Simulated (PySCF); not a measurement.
**Assignment exercise: C6H10**

Cartesian coordinates in Å; atom numbers follow the order of the lines, from 1:
```xyz
16

C     0.4224    2.3841    1.0460
C     0.2274    1.2890    0.5659
C    -0.0073   -0.0395   -0.0172
C    -1.3316   -0.5988    0.5223
C    -0.0804    0.0882   -1.5457
C     1.1496   -0.9706    0.3736
H     0.5953    3.3548    1.4715
H    -1.3027   -0.6927    1.6178
H    -1.5216   -1.5956    0.0939
H    -2.1734    0.0579    0.2577
H    -0.2552   -0.9007   -1.9983
H     0.8574    0.4941   -1.9525
H    -0.9009    0.7563   -1.8461
H     1.2244   -1.0683    1.4667
H     2.1091   -0.5855   -0.0016
H     0.9872   -1.9728   -0.0536
```

- couplings computed with B3LYP/pcJ-1 (without the spin–dipole term)
- shieldings: GIAO PBE0/pcSseg-1
- geometry: PBE0-D3(BJ)/def2-SVP
- run in PySCF 2.14.0 with density-fitted response routines
- no solvent, equivalent nuclei averaged, non-relativistic, one conformer

Shifts are taken against calculated references (same method and geometry level): TMS for $^{13}$C, $^{1}$H.

**Question.** Assign these signals to the numbered atoms. $^{13}$C{$^{1}$H} NMR (computed): δ 95.8 (C), 73.7 (CH), 32.8 (CH3), 27.5 (C).

**Answer.** 
95.8 → C2, alkyne carbon: sp carbons lie upfield of alkene carbons because the cylindrical π system leaves one tensor component strongly shielded
73.7 → C1, terminal alkyne carbon: the triple bond shields along its axis, which puts it between sp3 and sp2 carbons
32.8 → C4/C5/C6, methyl carbon: saturated and bonded to C and H only
27.5 → C3, propargylic quaternary sp3 carbon: saturated and bonded to C and H only

**Question.** Assign these signals to the numbered atoms. $^{1}$H NMR (600 MHz, computed): δ 1.94 (s, 1H), 1.22 (s, 9H).

**Answer.** 
1.94 → H7, hydrogen on a terminal alkyne carbon: it lies on the axis of the triple bond, in its shielding cone
1.22 → H8/H9/H10/H11/H12/H13/H14/H15/H16, hydrogen on a methyl carbon

Shifts are as computed. Against solution values, carbons near 30 ppm lie about +2 ppm off and those near 130 ppm about +4 ppm. Of 246 compounds with measured shifts, 49 miss one by over three times the rms of a fit or turn the order of signals round; such compounds aren't used in these exercises.
